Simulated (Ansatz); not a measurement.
This script drives Ansatz 0.2.0 through its Python package.

`torsion_c3h5cl.py`
```python
"""Energy of C3H5Cl as one group turns about a bond."""

import ansatz as az
from ase import Atoms

atoms = Atoms(["C", "C", "C", "Cl", "H", "H", "H", "H", "H"], positions=[
    (0.0869, 1.1521, 0.056),
    (-0.2864, -0.2293, 0.3563),
    (0.1321, -1.2599, -0.3726),
    (-0.1464, -2.8751, 0.021),
    (-0.882, 1.7476, -0.1619),
    (0.6807, 1.3077, -0.8383),
    (0.5793, 1.6608, 0.8967),
    (-0.88, -0.3857, 1.215),
    (0.8043, -1.1644, -1.1894),
])

# start the scan from a relaxed geometry
first = (
    az.Crystal.molecule_from_ase(atoms).calculation()
    .basis(gaussian="def2-SVP")
    .functional("pbe0")
    .scf(lower_state_search="standard")
    .relax(force_tolerance=0.02, max_steps=80)
)
atoms.positions = first.run().report["positions_ang"]

start = atoms.get_dihedral(0, 1, 2, 3)
energies = {}
for turn in range(0, 360, 30):
    turned = atoms.copy()
    turned.set_dihedral(0, 1, 2, 3, start + turn, indices=[2, 3, 8])
    setup = (
        az.Crystal.molecule_from_ase(turned).calculation()
        .basis(gaussian="def2-SVP")
        .functional("pbe0")
        .scf(lower_state_search="standard")
    )
    energies[round((start + turn) % 360)] = setup.run().report["free_energy_ev"]
floor = min(energies.values())
print("dihedral C0-C1-C2-Cl3 (deg)   E - E(min) (kJ/mol)")
for angle, e in sorted(energies.items()):
    print(f"{angle:8d} {96.485332 * (e - floor):14.3f}  " + "#" * int(30 * (e - floor) / max(max(energies.values()) - floor, 1e-9)))
```

It is started by `python torsion_c3h5cl.py`. Estimate its wall time and peak memory on 1 thread of Arm Neoverse N1 (shared host).

It took about 94 s, with a peak of 0.24 GiB, for 13 runs of the engine.

Output of `python torsion_c3h5cl.py`:
```text
dihedral C0-C1-C2-Cl3 (deg)   E - E(min) (kJ/mol)
      30         44.739  ###
      60        178.263  #############
      90        384.668  ##############################
     120        178.659  #############
     150         47.207  ###
     180          2.284
     210         47.201  ###
     240        178.645  #############
     270        384.644  #############################
     300        178.284  #############
     330         44.753  ###
     360          0.000
```

The settings weren't tested for convergence. The scan is rigid and the energies are electronic, in a modest basis. With rigid groups the curve can differ much from the relaxed path, the start wasn't checked as a minimum of this torsion, and equivalent turns needn't return to the same energy.

(Lines on the test bed's own set-up are left out of the output.)
